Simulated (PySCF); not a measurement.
C₆H₉ (doublet state).
Geometry (GFN2-xTB, Å), atoms numbered from 1 in this order:
```
atom  x, y, z in Å
C1    -1.400   -0.320    1.050
C2    -2.091    0.232   -0.186
C3    -0.674    0.494    0.074
C4     0.560    0.418   -0.651
C5     1.518   -0.757   -0.468
C6     1.877    0.578    0.082
H7    -1.211   -1.387    1.116
H8    -1.666    0.115    2.006
H9    -2.372   -0.451   -0.982
H10   -2.812    1.027   -0.045
H11    0.520    0.846   -1.648
H12    2.033   -1.116   -1.346
H13    1.226   -1.532    0.224
H14    1.830    0.712    1.152
H15    2.657    1.148   -0.400
```

The hyperfine couplings belong to this conformer and change with its torsions.

As a line formula: `C1C[C]1C1CC1` [radical].

Theory: UKS B3LYP, pcH-1 on C H, non-relativistic, mean-field spin-orbit, GIAO (PySCF). Isolated species at its GFN2-xTB geometry (one conformer only). Couplings are sensitive to structure, and on GFN2-xTB geometries they can be far from those on DFT ones. No stability test was run, so a lower SCF solution isn't excluded.

Principal values of hyperfine tensors in MHz (contact and dipolar terms together), for some of the nuclei:

```json
{"atom": "C3", "isotope": "13C", "A1": "145.75", "A2": "150.53", "A3": "362.24"}
{"atom": "H10", "isotope": "1H", "A1": "73.46", "A2": "75.85", "A3": "88.89"}
{"atom": "H8", "isotope": "1H", "A1": "71.88", "A2": "74.25", "A3": "87.00"}
{"atom": "H9", "isotope": "1H", "A1": "54.36", "A2": "56.61", "A3": "65.34"}
{"atom": "H7", "isotope": "1H", "A1": "49.36", "A2": "51.56", "A3": "60.08"}
{"atom": "C5", "isotope": "13C", "A1": "35.27", "A2": "35.36", "A3": "63.17"}
{"atom": "C6", "isotope": "13C", "A1": "25.56", "A2": "25.81", "A3": "45.18"}
{"atom": "C2", "isotope": "13C", "A1": "-19.97", "A2": "-16.29", "A3": "-12.21"}
```

Split each tensor into its isotropic and traceless parts, and turn a_iso into mT with g = 2.0027.

a_iso = (A1 + A2 + A3)/3, Ti = Ai − a_iso; 1 mT corresponds to 28.030 MHz.

| atom | a_iso (MHz) | a_iso (mT) | T1 | T2 | T3 |
| --- | --- | --- | --- | --- | --- |
| C3 | 219.51 | 7.831 | -73.75 | -68.98 | 142.73 |
| H10 | 79.40 | 2.833 | -5.95 | -3.55 | 9.49 |
| H8 | 77.71 | 2.772 | -5.83 | -3.46 | 9.29 |
| H9 | 58.77 | 2.097 | -4.41 | -2.16 | 6.57 |
| H7 | 53.67 | 1.915 | -4.31 | -2.11 | 6.41 |
| C5 | 44.60 | 1.591 | -9.33 | -9.24 | 18.57 |
| C6 | 32.18 | 1.148 | -6.62 | -6.37 | 13.00 |
| C2 | -16.16 | -0.576 | -3.81 | -0.13 | 3.95 |

What spin density at the nucleus of C5 lies behind its contact coupling (g_N = 1.40482)?

a_FC = (2μ0/3) gₑ μB g_N μN ρ(0)/(2S·h) = 800.24 MHz × g_N × ρ(0)/(2S), with ρ in bohr⁻³. With a_FC = 44.60 MHz and 2S = 1, ρ(0) = 0.03967 bohr⁻³.

C1 (13C, g_N = 1.40482) isn't in the table. Its spin density at the nucleus is -0.01467 bohr⁻³. What is its contact coupling?

By the same relation, a_FC = -16.50 MHz. Its full tensor has the principal values -19.94, -16.61, -12.94 MHz.

Name the largest traceless tensor T of the table and describe it.

C3: -73.8, -69.0, 142.7 MHz, nearly axial, close to the ratio −1:−1:+2, the form that spin in one p orbital centred on that nucleus gives.

In a single crystal, with the field along each principal axis of the tensor of H10 in turn, what first-order splitting does this nucleus give (isotropic g, quadrupole terms neglected)?

2 lines (I = 1/2), spaced by |A_i|/(g × 13.996): 2.62, 2.71, 3.17 mT along the axes of A1, A2 and A3.
